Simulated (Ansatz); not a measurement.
**CHB (singlet): wave-function methods side by side, 6-31G**

An exercise on one series of results from a longer session: the logs are not shown, and one member is left open.

Method: 6-31G, core rule «outside noble gas», up to 2 orbitals frozen; program: Ansatz 0.2.0, Gaussian basis.

To be run: UHF; CCSD(T) on RHF; CCSD(T) on UHF; BCCD(T) on RHF; CISD; CCSDT(Q) on RHF; CCSDT(Q) on UHF; CISDTQ; CCSDTQ on RHF; CCSDTQ on UHF; CASSCF and MRCISD+Q, 8 electrons in 9 orbitals; CASSCF and NEVPT2, 8 electrons in 9 orbitals; Full CI; Full CI in the symmetry of the determinant.

20 further runs of the same task are left out: 6 that didn't finish, 14 set aside as unsound or not needed.

## The geometry

The geometry is a PBE0/def2-TZVP stationary point (not a proven minimum).

3 atoms, charge 0, spin multiplicity 1.

Atoms are counted from 1 here; the program's logs count them from 0.

Bond lengths: B1–C2 1.464 Å, B1–H3 1.177 Å. Angles: C2–B1–H3 180.0°.

Set-up of the first run:

in.yaml reads:

```yaml
crystal:
  periodic: [false, false, false]
  atoms:
    - {symbol: B, position_ang: [0.000000, 0.000000, 0.095674]}
    - {symbol: C, position_ang: [0.000000, 0.000000, -1.368483]}
    - {symbol: H, position_ang: [0.000000, 0.000000, 1.272810]}
basis:
  gaussian: {orbitals: 6-31G}
magnetization: {spin_polarized: true, initial_magnetization: 0}
hamiltonian: {xc: hf}
output: {orbitals: {seedname: orbitals}}
```

Command:

```
ansatz run in.yaml --threads 1 --pin off --events-out ev --progress --plain --max-ram 2393MiB
```

Among the steps run: UHF; CCSD(T) on RHF; CCSD(T) on UHF; BCCD(T) on RHF; CISD; CCSDT(Q) on RHF; CCSDT(Q) on UHF; CISDTQ; CCSDTQ on RHF; CCSDTQ on UHF; CASSCF and MRCISD+Q, 8 electrons in 9 orbitals; CASSCF and NEVPT2, 8 electrons in 9 orbitals; Full CI; Full CI in the symmetry of the determinant.

One table of the session follows, with a row left open; its other results are not shown here.

It belongs to the step «Misses and costs». 

| method | from FCI (kcal/mol) |
| --- | --- |
| RHF | +91.55 |
| RMP2 | +24.33 |
| CISD | +10.64 |
| RCCSD | +5.00 |
| RCCSD(T) | +2.32 |
| BCCD(T) | +2.35 |
| RCCSDT | ? |
| CISDTQ | +1.07 |
| RCCSDT(Q) | +0.61 |
| RCCSDTQ | +0.07 |
| CASSCF valence | +24.10 |
| NEVPT2 valence | +6.70 |
| MRCISD valence | +0.56 |
| MRCISD+Q valence | +0.08 |
| FCI | 0 |

Estimate the missing values for RCCSDT.

As computed: from FCI (kcal/mol): +1.36. In the column «from FCI (kcal/mol)» it lies between CISDTQ (+1.07) and RCCSD(T) (+2.32).

Left out of the table: UHF, UMP2, UCCSD, UCCSD(T), UCCSDT, UCCSDT(Q), UCCSDTQ (another determinant or state than the rows shown).

Caveats from the session: The report flags that the cluster equations may have other roots. The program flags RCCSDTQ as in doubt, so those rows may rest on another solution; read them beside their warnings.
